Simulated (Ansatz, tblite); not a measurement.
Removing and adding an electron: (H3Si)2O (Si2OH6). Total charge 0; singlet. Geometry: r2SCAN-D4/def2-TZVP. Ansatz, gas phase; energy differences of separate SCF runs; the oxidised species was run as a doublet alone; the reduced species was run as a doublet alone.

```xyz
9

Si   -1.3229    0.7864    0.2988
H    -2.3501   -0.0380   -0.3873
H    -1.5688    2.2202    0.0197
H    -1.4072    0.5422    1.7619
O     0.1681    0.4052   -0.2560
Si    1.3484   -0.7246   -0.3380
H     2.4320   -0.2007   -1.2014
H     1.8839   -1.0051    1.0187
H     0.8167   -1.9855   -0.9164
```

The xTB rows come from tblite. Correlated methods freeze 11 core orbitals. In CCSD on the charge -1 doublet the largest single amplitude is 0.56, so its Hartree–Fock determinant may place the open shell otherwise than the density functionals do. HOMO above LUMO, or a gap near zero within one spin, warns that the state may not be the lowest or that an electron is smeared out.

| level | −HOMO (eV) | vertical IE (eV) | −LUMO (eV) | vertical EA (eV) | HOMO–LUMO gap (eV) | IE − EA (eV) | remarks |
| --- | --- | --- | --- | --- | --- | --- | --- |
| GFN1-xTB | 12.28 | 14.76 | 5.24 | 2.60 | 7.03 | 12.16 | – |
| GFN2-xTB | 11.25 | 13.82 | 5.39 | 2.49 | 5.86 | 11.34 | – |
| PBE-D4/def2-TZVPD | 7.34 | – | 1.25 | -0.68 | 6.10 | – | HOMO above zero (-1 doublet) |
| r2SCAN-D4/def2-TZVP | 7.68 | 10.54 | 0.67 | – | 7.01 | – | gap within one spin near zero (+1 doublet) |
| r2SCAN-D4/def2-TZVPD | 7.69 | – | 0.77 | -0.88 | 6.92 | – | HOMO above zero (-1 doublet) |
| PBE0-D4/def2-TZVP | 8.74 | 10.79 | 0.22 | – | 8.52 | – | – |
| PBE0-D4/def2-TZVPD | 8.75 | – | 0.42 | -0.92 | 8.33 | – | HOMO above zero (-1 doublet) |
| CCSD/def2-TZVPD | – | – | – | -1.21 | – | – | HOMO above zero (-1 doublet), large T1 (0.109) (-1 doublet) |
| CCSD/def2-TZVPP | – | 11.40 | – | – | – | – | large T1 (0.062) (+1 doublet) |
| CCSD(T)/def2-TZVPD | – | – | – | -1.15 | – | – | HOMO above zero (-1 doublet), large T1 (0.109) (-1 doublet) |
| CCSD(T)/def2-TZVPP | – | 11.37 | – | – | – | – | large T1 (0.062) (+1 doublet) |

Run but left out: HF/def2-TZVPP, MP2/def2-TZVPP (charge +1 doublet: a determinant that CCSD turns far, T1 0.062); PBE-D4/def2-TZVP (charge +1 doublet: an occupied level 0.11 eV above an empty one); HF/def2-TZVPD, MP2/def2-TZVPD (charge -1 doublet: a determinant that CCSD turns far, T1 0.109).   A HOMO above zero means that the electron is unbound at that level or that self-interaction error raises the level; the energy of removing that electron tells which. Raw xTB energy differences between charge states are shifted by several eV; the methods need an empirical correction for them. A negative affinity means that the extra electron isn't bound; its size then hangs on the basis.
